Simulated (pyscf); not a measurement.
Optimised with ωB97X-D3(BJ)/def2-SVP in PySCF.

Task: Estimate the classical barrier height and the reaction energy of H₂O (SMILES O) + H₂N–Zr(OH)(F)–F (SMILES [NH2][Zr]([OH])([F])[F]) → HO–Zr(OH)(F)–F (SMILES [OH][Zr]([OH])([F])[F]) + NH₃ (SMILES N) at ωB97M-D3(BJ)/def2-TZVP. The step runs on the singlet surface, breaks H–O, N–Zr and forms O–Zr, H–N; take the separated reactants as zero.

Result: ΔE‡ = -35.2 kJ/mol, ΔE = -75.5 kJ/mol. Zero-point energy shifts the barrier by +2.8 kJ/mol. It is a four-centre exchange, with an imaginary mode of 838i cm⁻¹. On the reactant side the descent ends in an adduct with a O–Zr contact, 69.6 kJ/mol under the separated species and 26.8 kJ/mol under the saddle at ωB97X-D3(BJ)/def2-TZVP. On the product side the descent ends in an adduct with a N–Zr contact, 93.3 kJ/mol under the separated species and 123.1 kJ/mol under the saddle at ωB97X-D3(BJ)/def2-TZVP. At ωB97M-D3(BJ) the saddle lies under the separated reactants, which points to a path from their complex (located at ωB97X-D3(BJ) alone). What is counted as formed (O–Zr) is already present as a longer contact in the reactant adduct; forming that adduct is a step of its own. What is counted as broken (N–Zr) persists as a longer contact in the product adduct; parting that adduct is a step of its own. One saddle was located; it need not be the lowest between these sides. Elements past Kr carry the def2 core potentials, without spin-orbit coupling.
